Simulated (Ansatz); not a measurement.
in.yaml

```yaml
crystal:
  periodic: [false, false, false]
  atoms:
    - {symbol: Se, position_ang: [0.000000, 0.000000, 0.000000]}
    - {symbol: Li, position_ang: [0.000000, 0.000000, 2.568200]}
basis:
  gaussian: {orbitals: 6-31G, point_charges: [{charge: -0.50, position_ang: [3.185, -0.046, 0.205]}]}
total_charge: 1
magnetization: {spin_polarized: true, initial_magnetization: 4}
hamiltonian: {pseudopotentials: {relativity: none}}
correlation: {method: bccd, electrons: outside_noble_gas, diis_vectors: 2}
accuracy: high
scf: {lower_state_search: full}
```

```sh
$ ansatz run in.yaml --threads 1 --pin off --events-out ev --progress --plain --max-ram 2393MiB
```

The program prints:

```
590 factors; integrals over basis functions are off by at most 4.0e-9 eV
mean field evaluation 1: about -65487.6018 eV, gradient 5.7e0 eV
mean field evaluation 2: about -65487.6674 eV, gradient 5.7e0 eV
mean field evaluation 4: about -65487.8191 eV, gradient 5.6e-1 eV
mean field evaluation 8: about -65487.8314 eV, gradient 1.8e-2 eV
mean field evaluation 16: about -65487.8314 eV, gradient 3.6e-8 eV
mean field evaluation 32: about -65317.5088 eV, gradient 7.6e1 eV
mean field evaluation 64: about -65487.8314 eV, gradient 2.0e-4 eV
mean field evaluation 96: about -65487.8314 eV, gradient 2.0e-3 eV
mean field evaluation 128: about -65485.9983 eV, gradient 2.8e-1 eV
mean field evaluation 160: about -65485.1253 eV, gradient 2.0e-3 eV
...
cycle  10  -0.54960900 eV  change   -5.6e-8 eV  update   8.6e-7
cycle  11  -0.54960899 eV  change    8.3e-9 eV  update   3.9e-7
cycle  12  -0.54960899 eV  change    2.6e-9 eV  update   1.6e-7
cycle  13  -0.54960900 eV  change   -7.2e-9 eV  update   5.9e-8
cycle  14  -0.54960900 eV  change   -1.7e-9 eV  update   2.6e-8
cycle  15  -0.54960900 eV  change   -3.0e-9 eV  update   1.1e-8
cycle  16  -0.54960904 eV  change   -3.1e-8 eV  update   1.7e-8
cycle  17  -0.54960904 eV  change   -8.8e-9 eV  update   6.6e-9
cycle  18  -0.54960904 eV  change   2.1e-10 eV  update   1.9e-9
cycle  19  -0.54960904 eV  change   4.2e-10 eV  update  6.1e-10
Total energy: -65488.38104372 eV, -2406.6536137378 hartree
```

Ran on 1 thread of Arm Neoverse V2, shared host: 2.1 s wall, 0.09 GiB peak host memory.
